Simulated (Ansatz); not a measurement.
Problem. Name a neutral molecule of C, F and H with HOMO energy (PBE0/def2-TZVPP) between -7.00 and -6.70 eV and size of the dipole moment (PBE/def2-TZVPP) between 0.00 and 0.30 D (Ansatz, PBE0-D4/def2-TZVP geometry).

Solution. `C/C(F)=C(/C)F` (-6.75 eV, 0.00 D); `C=C/C(F)=C\F` (-6.88 eV, 0.22 D); `F/C=C\C=C/F` (-6.72 eV, 0.00 D). Other molecules can fit too; these were computed, each in one conformer that needn't be the lowest.
